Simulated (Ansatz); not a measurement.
A short molecular-dynamics run on `C=C1CC1(C)O`.

```yaml
crystal:
  periodic: [false, false, false]
  atoms:
    - {symbol: C, position_ang: [-1.720572, -0.954475, 0.848665]}
    - {symbol: C, position_ang: [-0.883064, -0.086644, 0.325495]}
    - {symbol: C, position_ang: [-0.666126, 1.175753, -0.384752]}
    - {symbol: C, position_ang: [0.501211, 0.317636, 0.066853]}
    - {symbol: C, position_ang: [1.331773, -0.406650, -0.954248]}
    - {symbol: O, position_ang: [1.235278, 0.864255, 1.128065]}
    - {symbol: H, position_ang: [-2.794603, -0.807219, 0.798491]}
    - {symbol: H, position_ang: [-1.366271, -1.848095, 1.352980]}
    - {symbol: H, position_ang: [-0.823978, 2.096640, 0.167864]}
    - {symbol: H, position_ang: [-0.878436, 1.232696, -1.448264]}
    - {symbol: H, position_ang: [0.714411, -0.760984, -1.781453]}
    - {symbol: H, position_ang: [1.823658, -1.275279, -0.506674]}
    - {symbol: H, position_ang: [2.104077, 0.259076, -1.347171]}
    - {symbol: H, position_ang: [1.409644, 0.164090, 1.763051]}
basis:
  gaussian: {orbitals: def2-SVP}
hamiltonian: {xc: {name: r2SCAN}, dispersion: d4}
md: {timestep: 1 fs, n_steps: 50, ensemble: nvt_nose_hoover, temperature: 500, initial_velocities: maxwell_boltzmann, seed: 646}
```

```sh
$ ansatz run in.yaml --threads 4 --pin off --events-out ev --progress --plain --max-ram 10444MiB
```

```
step  time (fs)  potential energy (eV)  kinetic (eV)  T (K)  conserved (eV)
   0        0.0             -7350.7750        0.7756    500      -7349.9995
   1        1.0             -7350.7313        0.7346    474      -7349.9967
   2        2.0             -7350.6161        0.6233    402      -7349.9928
   3        3.0             -7350.4877        0.4960    320      -7349.9918
   4        4.0             -7350.3676        0.3765    243      -7349.9912
   5        5.0             -7350.2664        0.2764    178      -7349.9901
   6        6.0             -7350.1998        0.2105    136      -7349.9896
   7        7.0             -7350.1771        0.1880    121      -7349.9894
   8        8.0             -7350.2018        0.2131    137      -7349.9891
   9        9.0             -7350.2776        0.2884    186      -7349.9898
  10       10.0             -7350.3917        0.3998    258      -7349.9929
  11       11.0             -7350.4961        0.5008    323      -7349.9967
  12       12.0             -7350.5346        0.5400    348      -7349.9966
  13       13.0             -7350.5088        0.5186    334      -7349.9929
  14       14.0             -7350.4722        0.4847    312      -7349.9908
  15       15.0             -7350.4581        0.4702    303      -7349.9917
  16       16.0             -7350.4521        0.4625    298      -7349.9941
  17       17.0             -7350.4186        0.4291    277      -7349.9947
  18       18.0             -7350.3511        0.3657    236      -7349.9911
  19       19.0             -7350.3013        0.3196    206      -7349.9880
  20       20.0             -7350.3113        0.3276    211      -7349.9907
  21       21.0             -7350.3449        0.3580    231      -7349.9944
  22       22.0             -7350.3468        0.3608    233      -7349.9942
  23       23.0             -7350.3187        0.3366    217      -7349.9912
  24       24.0             -7350.3039        0.3238    209      -7349.9899
  25       25.0             -7350.3199        0.3384    218      -7349.9920
  26       26.0             -7350.3373        0.3550    229      -7349.9937
  27       27.0             -7350.3310        0.3505    226      -7349.9929
  28       28.0             -7350.3102        0.3314    214      -7349.9920
  29       29.0             -7350.2884        0.3115    201      -7349.9911
  30       30.0             -7350.2823        0.3081    199      -7349.9894
  31       31.0             -7350.3147        0.3409    220      -7349.9899
  32       32.0             -7350.3768        0.4014    259      -7349.9927
  33       33.0             -7350.4282        0.4525    292      -7349.9944
  34       34.0             -7350.4424        0.4691    302      -7349.9936
  35       35.0             -7350.4320        0.4623    298      -7349.9916
  36       36.0             -7350.4252        0.4571    295      -7349.9916
  37       37.0             -7350.4206        0.4515    291      -7349.9943
  38       38.0             -7350.3799        0.4116    265      -7349.9952
  39       39.0             -7350.2916        0.3280    211      -7349.9919
  40       40.0             -7350.2039        0.2456    158      -7349.9877
  41       41.0             -7350.1803        0.2238    144      -7349.9868
  42       42.0             -7350.2327        0.2735    176      -7349.9907
  43       43.0             -7350.3059        0.3447    222      -7349.9940
  44       44.0             -7350.3526        0.3949    255      -7349.9923
  45       45.0             -7350.3940        0.4398    284      -7349.9907
  46       46.0             -7350.4510        0.4968    320      -7349.9929
  47       47.0             -7350.4947        0.5414    349      -7349.9944
  48       48.0             -7350.5007        0.5506    355      -7349.9939
  49       49.0             -7350.4746        0.5282    341      -7349.9929
  50       50.0             -7350.4310        0.4879    315      -7349.9921
```

Velocities are drawn at the set temperature; a run this short doesn't reach equilibrium.

Frames (Å, forces in eV/Å):

```xyz
14
time=0.0 fs
C    -1.721   -0.954    0.849   -0.300   -0.289    0.173
C    -0.883   -0.087    0.325    0.265    0.292   -0.171
C    -0.666    1.176   -0.385   -0.005   -0.085    0.006
C     0.501    0.318    0.067    0.215    0.022    0.128
C     1.332   -0.407   -0.954   -0.073    0.033    0.032
O     1.235    0.864    1.128    0.031    0.334   -0.063
H    -2.795   -0.807    0.798   -0.379    0.049   -0.007
H    -1.366   -1.848    1.353    0.118   -0.314    0.171
H    -0.824    2.097    0.168   -0.038    0.339    0.205
H    -0.878    1.233   -1.448   -0.092    0.034   -0.390
H     0.714   -0.761   -1.781   -0.148   -0.112   -0.244
H     1.824   -1.275   -0.507    0.145   -0.243    0.129
H     2.104    0.259   -1.347    0.232    0.187   -0.107
H     1.410    0.164    1.763    0.030   -0.248    0.138
14
time=4.0 fs
C    -1.725   -0.955    0.834    0.624   -0.240    0.761
C    -0.842   -0.064    0.335   -3.038   -1.766    0.401
C    -0.684    1.178   -0.396    0.945    1.114   -0.376
C     0.514    0.323    0.098   -0.317    0.172   -2.151
C     1.323   -0.428   -0.963   -0.353    1.069    0.259
O     1.208    0.862    1.127    1.306   -0.645    1.612
H    -2.841   -0.913    0.867    0.738    0.472   -0.454
H    -1.338   -1.817    1.432   -0.077    0.403   -0.465
H    -0.821    2.124    0.212    0.029   -0.806   -0.871
H    -0.742    1.225   -1.519   -0.430    0.136    0.975
H     0.644   -0.696   -1.793    0.407   -0.521    0.243
H     1.910   -1.228   -0.505   -0.289   -0.697   -0.087
H     2.085    0.251   -1.355    0.168    0.385   -0.235
H     1.443    0.041    1.609    0.288    0.925    0.387
14
time=8.0 fs
C    -1.721   -0.957    0.828    1.396    0.353    0.609
C    -0.837   -0.062    0.349   -2.930   -1.225   -0.467
C    -0.690    1.190   -0.411    1.680   -1.495    0.344
C     0.523    0.330    0.104   -1.261   -0.094   -2.352
C     1.313   -0.436   -0.968    1.363    1.195    0.571
O     1.194    0.856    1.138    1.795   -0.203    1.571
H    -2.807   -0.950    0.872   -0.290    0.598   -0.518
H    -1.313   -1.747    1.457    0.210   -0.469    0.004
H    -0.818    2.076    0.158   -0.265    1.239    0.444
H    -0.669    1.238   -1.486   -0.656    0.130   -0.687
H     0.624   -0.708   -1.779    0.246   -0.558    0.052
H     1.947   -1.269   -0.519   -1.035    0.421   -0.564
H     2.081    0.285   -1.392   -0.642   -0.559    0.227
H     1.521    0.026    1.529    0.390    0.667    0.764
14
time=12.0 fs
C    -1.703   -0.957    0.832   -0.378   -0.823    1.224
C    -0.866   -0.073    0.355    0.015    1.041   -1.933
C    -0.677    1.189   -0.422    0.950    0.082    0.709
C     0.516    0.335    0.082   -1.049   -0.415   -0.161
C     1.315   -0.429   -0.967   -1.077    0.771   -0.010
O     1.194    0.849    1.164    1.029    0.428    0.338
H    -2.796   -0.902    0.802    0.030    0.173   -0.154
H    -1.266   -1.733    1.472   -0.205   -0.348   -0.142
H    -0.846    2.147    0.130    0.095   -0.595   -0.353
H    -0.694    1.267   -1.518   -0.539   -0.126    0.114
H     0.642   -0.797   -1.754   -0.021    0.015   -0.025
H     1.857   -1.279   -0.595    0.419   -0.700    0.615
H     2.011    0.264   -1.410    0.701    0.443   -0.444
H     1.661    0.101    1.558    0.031    0.054    0.220
14
time=16.0 fs
C    -1.688   -0.966    0.849   -1.418   -0.757    0.761
C    -0.896   -0.073    0.339    1.605    1.470   -1.799
C    -0.652    1.187   -0.425   -0.455    0.515   -0.507
C     0.498    0.336    0.058    0.439   -0.552    1.655
C     1.308   -0.414   -0.966   -0.017   -0.719   -0.599
O     1.205    0.845    1.193    0.350    0.259   -0.429
H    -2.782   -0.830    0.711    0.392   -0.416    0.425
H    -1.249   -1.771    1.466   -0.489   -0.012   -0.300
H    -0.863    2.161    0.072    0.212   -0.552    0.040
H    -0.794    1.278   -1.541    0.004   -0.346    0.893
H     0.658   -0.883   -1.732   -0.141    0.606   -0.016
H     1.801   -1.349   -0.602    0.221    0.786    0.402
H     2.014    0.277   -1.475    0.030   -0.396    0.206
H     1.797    0.187    1.617   -0.733    0.114   -0.730
14
time=20.0 fs
C    -1.688   -0.982    0.875    0.326    1.610   -1.178
C    -0.909   -0.057    0.301    0.608   -0.964    0.508
C    -0.631    1.189   -0.432   -0.877   -0.383    0.262
C     0.484    0.330    0.053    1.708   -0.200    1.668
C     1.300   -0.406   -0.971    0.546   -0.908   -0.208
O     1.218    0.846    1.218   -1.436    1.149   -1.651
H    -2.734   -0.814    0.678   -0.895   -0.449    0.508
H    -1.294   -1.825    1.425    0.038   -0.392    0.154
H    -0.856    2.122    0.031   -0.073    0.961    0.927
H    -0.900    1.240   -1.468    0.186   -0.160   -1.097
H     0.652   -0.888   -1.717   -0.286    0.379   -0.223
H     1.786   -1.326   -0.546    0.171    0.822    0.065
H     2.031    0.247   -1.516   -0.270   -0.401    0.504
H     1.864    0.260    1.594    0.254   -1.066   -0.238
14
time=24.0 fs
C    -1.687   -0.981    0.888   -0.336    1.122   -1.424
C    -0.913   -0.052    0.270    0.021   -2.087    1.995
C    -0.622    1.191   -0.438   -1.739    1.459    0.061
C     0.491    0.321    0.068    1.294    0.545    0.551
C     1.295   -0.409   -0.979   -0.900   -0.292    0.536
O     1.220    0.855    1.228   -0.043   -0.788   -1.170
H    -2.781   -0.865    0.724    0.330   -0.217    0.480
H    -1.343   -1.912    1.391    0.120    0.694   -0.291
H    -0.847    2.167    0.093    0.256   -0.960   -0.437
H    -0.969    1.181   -1.501    0.793    0.241    0.392
H     0.609   -0.837   -1.727    0.093   -0.093    0.074
H     1.805   -1.207   -0.470    0.524   -0.972    0.155
H     2.028    0.176   -1.499    0.646    0.870   -0.309
H     1.922    0.217    1.516   -1.058    0.477   -0.613
14
time=28.0 fs
C    -1.690   -0.966    0.883   -0.959    0.031   -0.815
C    -0.916   -0.071    0.261    0.751   -0.411    1.362
C    -0.633    1.206   -0.442   -0.443   -1.182    0.384
C     0.513    0.320    0.091   -0.880    1.072   -0.700
C     1.285   -0.416   -0.980    1.751    0.154    1.124
O     1.218    0.859    1.225   -1.188   -0.089   -1.731
H    -2.799   -0.943    0.836    0.303    0.417   -0.031
H    -1.366   -1.917    1.325    0.634    0.284    0.102
H    -0.812    2.116    0.116   -0.241    0.515    0.071
H    -0.930    1.156   -1.505    0.511    0.480    0.138
H     0.577   -0.798   -1.730    0.299   -0.421    0.151
H     1.878   -1.189   -0.396   -0.633   -0.068   -1.060
H     2.082    0.198   -1.500   -0.780   -0.149    0.419
H     1.879    0.196    1.369    0.877   -0.633    0.584
14
time=32.0 fs
C    -1.704   -0.951    0.868   -0.265   -1.139    0.199
C    -0.909   -0.094    0.269    1.184    1.620   -0.031
C    -0.651    1.208   -0.439    0.505   -1.430    1.739
C     0.524    0.331    0.105   -2.180    0.362   -1.532
C     1.293   -0.421   -0.968    0.641    0.597    0.864
O     1.210    0.859    1.208    1.105   -1.734   -0.774
H    -2.784   -0.964    0.947   -0.554    0.588   -0.362
H    -1.300   -1.878    1.274    0.458   -0.076    0.369
H    -0.806    2.119    0.141   -0.261    0.281   -0.133
H    -0.816    1.200   -1.504   -0.038    0.337   -0.638
H     0.588   -0.818   -1.712    0.232   -0.225    0.066
H     1.878   -1.204   -0.455   -0.156   -0.503   -0.303
H     2.048    0.218   -1.456   -0.115    0.142   -0.128
H     1.898    0.145    1.292   -0.555    1.179    0.664
14
time=36.0 fs
C    -1.722   -0.949    0.855    0.493   -1.289    0.729
C    -0.889   -0.100    0.278   -0.413    1.309   -0.326
C    -0.663    1.195   -0.419    0.483    0.650   -0.196
C     0.511    0.346    0.100   -0.960   -0.863   -1.105
C     1.309   -0.420   -0.944   -0.462    0.193    0.069
O     1.208    0.846    1.182   -0.456    0.777   -0.133
H    -2.822   -0.902    1.005    0.551    0.160   -0.493
H    -1.179   -1.837    1.271   -0.767    0.414    0.150
H    -0.838    2.158    0.146    0.024   -0.855   -0.519
H    -0.703    1.290   -1.552   -0.269   -0.162    1.255
H     0.632   -0.868   -1.685   -0.068    0.273   -0.155
H     1.854   -1.287   -0.561    0.265   -0.068    0.507
H     1.999    0.262   -1.431    0.524    0.205   -0.408
H     1.889    0.209    1.316    1.054   -0.743    0.626
14
time=40.0 fs
C    -1.733   -0.960    0.850    1.761    1.014   -0.257
C    -0.875   -0.091    0.284   -2.322   -0.440    0.064
C    -0.668    1.186   -0.399    0.615    0.083   -0.385
C     0.486    0.351    0.082    1.448   -1.609    0.167
C     1.322   -0.415   -0.921    0.454   -0.113   -1.353
O     1.206    0.837    1.156    1.269    0.146    1.143
H    -2.803   -0.814    0.992   -0.107   -0.184   -0.279
H    -1.154   -1.757    1.302   -0.573   -0.757    0.615
H    -0.873    2.109    0.098   -0.172    0.852    0.884
H    -0.632    1.360   -1.464   -0.541   -0.388   -0.768
H     0.668   -0.880   -1.680   -0.154    0.467   -0.224
H     1.860   -1.367   -0.598   -0.194    1.327    0.504
H     2.009    0.318   -1.451   -0.258   -0.927    0.458
H     1.954    0.234    1.414   -1.225    0.529   -0.569
14
time=44.0 fs
C    -1.723   -0.963    0.843    0.864    0.485    0.505
C    -0.887   -0.085    0.290   -1.212   -0.799   -0.191
C    -0.667    1.182   -0.383   -0.056    1.741   -0.427
C     0.477    0.336    0.066    1.916   -1.005    1.072
C     1.337   -0.412   -0.913   -1.544    0.191   -1.529
O     1.213    0.831    1.139   -1.050    2.041    0.346
H    -2.790   -0.750    0.935   -0.147   -0.353   -0.149
H    -1.224   -1.765    1.412   -0.601   -0.113   -0.061
H    -0.922    2.132    0.146    0.351   -0.565    0.049
H    -0.640    1.374   -1.459   -0.613   -0.409   -0.325
H     0.685   -0.828   -1.705    0.023    0.105   -0.032
H     1.852   -1.288   -0.553    0.479   -0.371    0.834
H     2.005    0.267   -1.422    0.784    0.402   -0.173
H     1.907    0.286    1.456    0.806   -1.348    0.080
14
time=48.0 fs
C    -1.705   -0.960    0.843   -1.964   -0.878    1.595
C    -0.914   -0.088    0.293    1.706    0.412   -0.875
C    -0.666    1.197   -0.373   -0.157    0.305   -1.343
C     0.490    0.309    0.063    0.074    0.576    0.910
C     1.337   -0.407   -0.924    0.453   -0.049   -0.540
O     1.215    0.841    1.127    1.016   -0.097    1.043
H    -2.793   -0.739    0.854    0.293   -0.355   -0.062
H    -1.376   -1.794    1.513   -0.001    0.440   -0.751
H    -0.926    2.100    0.215    0.357   -0.242   -0.197
H    -0.737    1.330   -1.497   -0.315   -0.172    1.103
H     0.702   -0.763   -1.741    0.051   -0.571   -0.109
H     1.891   -1.225   -0.404   -0.395    0.072   -0.449
H     2.093    0.249   -1.401   -0.072    0.089    0.289
H     1.893    0.206    1.476   -1.045    0.471   -0.615
14
time=50.0 fs
C    -1.702   -0.961    0.851   -2.300   -0.318    0.917
C    -0.921   -0.089    0.290    2.366    0.500   -0.675
C    -0.666    1.208   -0.374    0.125   -1.455   -0.659
C     0.499    0.297    0.065   -0.919    1.352    0.471
C     1.337   -0.404   -0.933    1.654   -0.055   -0.013
O     1.218    0.847    1.125    0.946   -0.497    0.778
H    -2.780   -0.755    0.809   -0.194   -0.135   -0.011
H    -1.461   -1.785    1.525    0.614   -0.214   -0.287
H    -0.906    2.060    0.237    0.058    0.741    0.274
H    -0.808    1.294   -1.461   -0.173    0.170    0.120
H     0.714   -0.757   -1.763    0.166   -0.616    0.016
H     1.902   -1.201   -0.336   -0.729    0.293   -1.137
H     2.149    0.256   -1.383   -0.837   -0.366    0.531
H     1.853    0.167    1.462   -0.777    0.601   -0.323
```

Hardware: 4 threads of an Arm Neoverse V2 on a shared host. Wall time 100 s, peak host memory 0.19 GiB.
